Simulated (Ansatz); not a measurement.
# AlH3O (singlet): wave-function methods side by side at distance Al1–O2 = 1.829 Å, cc-pVDZ

The task here is to estimate one member of a computed series from the others.

Method: cc-pVDZ, core rule «outside noble gas», up to 6 orbitals frozen; program: Ansatz 0.2.0, Gaussian basis.

The runs, in order: UHF; CCSD(T) on RHF; BCCD(T) on RHF; CISD; CCSDT(Q) on RHF; CASSCF and MRCISD+Q, 2 electrons in 2 orbitals; CASSCF and NEVPT2, 2 electrons in 2 orbitals.

23 further runs of the same task are left out: 2 for a mislabelled method, 10 for a known fault of the program, 7 that didn't finish, 4 set aside as unsound or not needed.

## What is computed

The geometry derives from a PBE0/def2-TZVP stationary point (not a proven minimum). One bond is set to the value named and the two fragments are kept rigid.

5 atoms, charge 0, spin multiplicity 1.

Atoms are counted from 1 here; the program's logs count them from 0.

Bond lengths: Al1–O2 1.829 Å, Al1–H3 1.581 Å, Al1–H4 1.581 Å, O2–H5 0.944 Å. Angles: O2–Al1–H3 118.7°, O2–Al1–H4 118.7°, H3–Al1–H4 122.6°, Al1–O2–H5 180.0°.

Set-up of the first run:

The input, in.yaml:

```yaml
crystal:
  periodic: [false, false, false]
  atoms:
    - {symbol: Al, position_ang: [0.000000, 0.000000, 0.663541]}
    - {symbol: O, position_ang: [0.000000, 0.000000, -1.165459]}
    - {symbol: H, position_ang: [0.000000, 1.386849, 1.423552]}
    - {symbol: H, position_ang: [0.000000, -1.386849, 1.423552]}
    - {symbol: H, position_ang: [0.000000, 0.000000, -2.109684]}
basis:
  gaussian: {orbitals: cc-pVDZ}
magnetization: {spin_polarized: true, initial_magnetization: 0}
hamiltonian: {xc: hf}
output: {orbitals: {seedname: orbitals}}
```

The run is started by

```sh
$ ansatz run in.yaml --threads 1 --pin off --events-out ev --progress --plain --max-ram 2393MiB
```

Among the steps run: UHF; CCSD(T) on RHF; BCCD(T) on RHF; CISD; CCSDT(Q) on RHF; CASSCF and MRCISD+Q, 2 electrons in 2 orbitals; CASSCF and NEVPT2, 2 electrons in 2 orbitals.

One table of the session follows, with a row left open; its other results are not shown here.

It belongs to the step «Misses and costs». 

```
       method  from RCCSDT(Q) (kcal/mol)
          RHF                    +180.84
         RMP2                     +17.05
         CISD                     +16.88
        RCCSD                      +4.01
     RCCSD(T)                          ?
      BCCD(T)                      +0.72
       RCCSDT                      +0.46
    RCCSDT(Q)                          0
  CASSCF pair                    +169.33
  NEVPT2 pair                     +17.52
  MRCISD pair                     +15.09
MRCISD+Q pair                      +2.14
```

Q: Estimate the row for RCCSD(T) from the others.

**Answer.** from RCCSDT(Q) (kcal/mol): +0.77. In the column «from RCCSDT(Q) (kcal/mol)» it lies between BCCD(T) (+0.72) and MRCISD+Q pair (+2.14).
